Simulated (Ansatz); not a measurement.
Reaction: CH5BS (SMILES BSC) → BH2 (SMILES [BH2], doublet) + CH3S (SMILES C[S], doublet) (the B-S bond breaks)
Each species at its own B3LYP-D3(BJ)/def2-TZVP minimum (Ansatz, a first-principles code).

Property: bond dissociation energy (electronic), in kcal/mol. Radicals and triplets start from unrestricted determinants; spin-orbit coupling is neglected. CBS(X,Y): correlation extrapolated as X^-3, Hartree-Fock from the larger set. A bracket is a step between two methods taken in the basis named. Functionals run without relativity, which enters their misses. Double hybrids freeze cores in their MP2 part. '+ core + X2C': CCSD(T) terms for core correlation (cc-pwCVTZ, 1s frozen past Ne) and scalar relativity (cc-pVTZ-DK).

CCSD(T)/CBS(cc-pV(T+d)Z,cc-pV(Q+d)Z) + [CCSDT(Q) - CCSD(T)]/cc-pV(D+d)Z + core + X2C (Ansatz) gives 117.3 kcal/mol.

**Question.** How far off this value is PBE/def2-TZVPD (Ansatz), in which direction, and which of these levels come nearer: r2SCAN/def2-TZVPD, B3LYP/def2-TZVPD, wB97M-V/def2-TZVPD, B2PLYP/def2-TZVPD, CCSD(T)/CBS(cc-pV(T+d)Z,cc-pV(Q+d)Z) + core + X2C?

**Answer.** PBE gives 116.4 kcal/mol, 0.9 kcal/mol below it. Differences of the others: r2SCAN/def2-TZVPD (Ansatz) -4.3; B3LYP/def2-TZVPD (Ansatz) -6.8; wB97M-V/def2-TZVPD (Ansatz) 0.3; B2PLYP/def2-TZVPD (Ansatz) -4.5; CCSD(T)/CBS(cc-pV(T+d)Z,cc-pV(Q+d)Z) + core + X2C (Ansatz) -0.2 kcal/mol. Nearer than PBE: wB97M-V/def2-TZVPD, CCSD(T)/CBS(cc-pV(T+d)Z,cc-pV(Q+d)Z) + core + X2C.
